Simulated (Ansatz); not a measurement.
## [Cl···H···GeH3], doublet along the distance Cl1-H2

Starting geometry:

```xyz
6

Cl   -2.1957    0.0000    0.0000
H    -0.9169    0.0000    0.0000
Ge    1.0223    0.0000    0.0000
H     1.4910   -1.4659    0.0000
H     1.4910    0.7330   -1.2695
H     1.4910    0.7330    1.2695
```

From there H2 is moved from one fragment to the other while all else, the fragments' distance too, stays fixed; atoms are numbered as listed. Energies are in eV, counted from the starting geometry at the same level. Kohn–Sham curves are unrestricted where that lies lower.

Basis cc-pVDZ; Ansatz 0.2.0. Correlated methods freeze the noble-gas cores and the filled d shells of p-block atoms. Prefix R: restricted or restricted open-shell reference; prefix U: unrestricted. No spin–orbit coupling is included, and no scalar relativity.

Full CI isn't at hand for all of this; UCCSDT(Q) serves as the reference, and is uncertain by about the last step of the cluster series.

```csv
distance Cl1-H2 (Å),PBE
1.279,0.000
1.337,-0.087
1.454,-0.102
1.571,-0.011
1.688,0.170
```

Problem. Estimate the UCCSDT(Q) curve in cc-pVDZ from this one, knowing how PBE errs.

Solution. The computed UCCSDT(Q) values, in eV from the starting point, and the error of PBE against them:
```csv
distance Cl1-H2 (Å),UCCSDT(Q),PBE less UCCSDT(Q)
1.279,0.000,0.000
1.337,-0.035,-0.052
1.454,0.027,-0.129
1.571,0.132,-0.143
1.688,0.265,-0.095
```

The error spans 0.143 eV and is largest, -0.143 eV, at 1.571 Å.

In so small a basis the reference is far from its limit while semilocal and hybrid functionals are nearer theirs, so the functionals' errors here hold much of the reference's basis and frozen-core error, which can add to them or hide them.
